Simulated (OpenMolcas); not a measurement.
**BH3Cl− (SMILES [H][B-]([H])([H])Cl) at ACPF/MINI (fermi aufbau 1)**

Wanted: a single-point energy of BH3Cl−. 

Program for the calculation: OpenMolcas 26.06.

6 further runs of the same task are left out: 1 that didn't finish, 5 set aside as unsound or not needed.

## Step 1: Starting point

BH3Cl−: 5 atoms, total charge -1, spin state singlet. As SMILES, `[H][B-]([H])([H])Cl`. The shape is that of a GFN2-xTB optimisation.

Bond lengths: B1–Cl2 1.875 Å, B1–H3 1.207 Å, B1–H4 1.208 Å, B1–H5 1.207 Å. Angles: Cl2–B1–H3 106.7°, Cl2–B1–H4 106.7°, Cl2–B1–H5 106.7°, H3–B1–H4 112.1°, H3–B1–H5 112.2°, H4–B1–H5 112.1°.

## Step 2: The energy at ACPF/MINI (fermi aufbau 1)

Contents of coord.xyz:

```xyz
5

B     -0.001280     0.001630    -0.167010
Cl     0.013600    -0.021140     1.707330
H      1.152300     0.011380    -0.522240
H     -0.586640     1.005700    -0.497000
H     -0.577980    -0.997580    -0.521080
```

Contents of run.input:

```
* BClH3 ACPF

&gateway
 baslib
 $CurrDir
 coord
 coord.xyz
 basis
 MINI
 group
 NoSym

&seward

&scf
 charge
 -1
 thresholds
 1e-07 0.0001 0.0001 0.001
 fermi
 1
 prorbitals
 1 1

&motra
 frozen
 6

&guga
 electrons
 14
 spin
 1
 inactive
 7
 active
 0
 ciall
 1

&cpf
 acpf
```

The basis set MINI is read from a file made from the Basis Set Exchange's data (not shown).

On the command line:

```console
$ export MOLCAS_MEM=1860
$ pymolcas run.input > run.log
```

Standard output:

```text
--- Start Module: gateway ---
[...]
--- Stop Module: gateway /rc=_RC_ALL_IS_WELL_ ---
[...]
      Basis functions           17
[...]
       Convergence after   9 Iterations
[...]
::    Total SCF energy                               -483.5166762304
[...]
      Total spin, S                                     0.0000000000
[...]
      *** WARNING: Default frozen orbitals is overwritten by user input.
      *** Default values:   6
[...]
--- Start Module: guga ---
[...]
--- Stop Module: guga /rc=_RC_ALL_IS_WELL_ ---
--- Start Module: cpf ---
[...]
      Active orbitals                            0       0
[...]
      Spin quantum number                      0.0
[...]
     FINAL ACPF ENERGY        -483.56777904
     FINAL CORRELATION ENERGY   -0.05110281  REFERENCE ENERGY    -483.51667623
[...]
      Title:  ACPF natural orbitals
[...]
      Total electronic charge=   26.000000
      Total            charge=   -1.000000
[...]
      Dipole Moment (debye):
      Origin of the operator (angstrom)=    0.0092   -0.0143    1.1492
                   X=  3.1046E-02               Y= -4.8387E-02               Z=  3.9016E+00           Total=  3.9020E+00
      Quadrupole Moment (debye*angstrom):
[...]
--- Stop Module: cpf /rc=_RC_ALL_IS_WELL_ ---
[...]
```

Wall time 1.5 s (1 thread of Arm Neoverse V2, shared host); peak memory 0.37 GiB.

## Step 3: Summary of results

At ACPF/MINI (fermi aufbau 1), 6 core orbitals frozen:

```
                                             quantity          value
                                         total energy  -483.56778 Eh
                  HOMO energy (Hartree–Fock orbitals)       -5.08 eV
                  LUMO energy (Hartree–Fock orbitals)       14.10 eV
HOMO–LUMO gap (to an unbound level, set by the basis)       19.18 eV
          correlation energy (6 core orbitals frozen)      -51.1 mEh
```

**Reading.** Mulliken charges of the mean-field density run from -0.39 on Cl2 to -0.08 on H3; they depend strongly on the basis.
